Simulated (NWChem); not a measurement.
# CN anion

All runs: NWChem. Structure relaxed at the B3LYP/def2-SVPD level. Level: M06-2X/aug-cc-pVDZ with SMD (1 M gas to 1 M solution), gas-phase geometry. Reactions with the solvent are ignored.

```csv
solvent,dielectric constant,solvation free energy (kcal/mol),cavity-dispersion-structure term (kcal/mol)
water,78.4,-66.7,6.4
benzene,2.27,-38.9,2.5
1-propanol,20.5,-65.7,4.8
anisole,4.22,-53.5,3.0
cyclohexane,2.02,[?],2.4
2-propanol,19.3,-65.6,4.6
```

Q: Fill in the missing entries.

A: 
- cyclohexane, solvation free energy (kcal/mol): -34.9
